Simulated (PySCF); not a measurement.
# Reproducing measurements on LiH

**What was measured.**

From Liu, Meijer, Perez-Rios, Phys. Chem. Chem. Phys. 22 (2020) 24191, for the gas: dipole moment 5.882 D.

The runs below try to reproduce these values; the comparison stands at the end.

Compound: LiH.
SMILES with atom numbers: `[LiH:1]` (hydrogens: H2 on Li1)

Geometry (PBE0-D3(BJ)/def2-SVP, Å), atoms numbered from 1 in this order:
```xyz
2
LiH angstrom
Li     0.800   -0.003   -0.003
H     -0.798    0.004   -0.011
```

The PySCF runs (gas phase, on this PBE0-D3(BJ)/def2-SVP geometry; no spin–orbit coupling):

| level | job | basis functions | wall time |
| --- | --- | --- | --- |
| PBE0-D3(BJ)/def2-SVP, grid level 1 | geometry optimisation from a GFN2-xTB start | 14 | 0.59 s |

Hardware: one thread of an Intel Xeon 6975P-C (shared host).

**Comparison with experiment**

**Dipole moment.** Measured: 5.882 D (Liu, Meijer, Perez-Rios, Phys. Chem. Chem. Phys. 22 (2020) 24191).

```json
{"level": "PBE0-D3(BJ)/def2-SVP", "computed (D)": "5.628", "computed − measured (D)": "-0.254", "% (from the printed values)": "-4"}
```

The computed dipoles belong to one fixed geometry; measured ones are averaged over vibrations unless marked μe. Magnitudes are compared, not signs.

No measured geometry was used, and the causes of the misses weren't examined.
